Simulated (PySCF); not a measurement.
Working out the ionisation energy of S

S [Ne] 3s2 3p4 (3P) → S⁺ [Ne] 3s2 3p3 (4S). Computed with PySCF 2.14 in dyall-av3z, with the non-relativistic Hamiltonian (point nucleus). Frozen: [Ne]; the 26 highest virtual orbitals dropped. Energies in hartree (1 hartree = 27.21139 eV):

```
            part    S (lower)   S⁺ (upper)
             UHF  -397.512786  -397.173521
CCSD correlation    -0.142553    -0.110401
             (T)    -0.005045    -0.003579
```

Problem. What does Hartree-Fock give?

Solution. (-397.173521) − (-397.512786) = 0.339265 hartree = 9.232 eV.

Problem. What do CCSD and CCSD(T) give?

Solution. The CCSD correlation energies differ by 0.032152 hartree = 0.875 eV and the triples by 0.001466 hartree = 0.040 eV, so CCSD gives 10.107 eV and CCSD(T) 10.147 eV.

Measured between the centres of the two terms (NIST): 10.336 eV, so CCSD(T) (valence) is off by -0.189 eV.

What remains against the reference includes basis incompleteness, the frozen core and higher excitations.
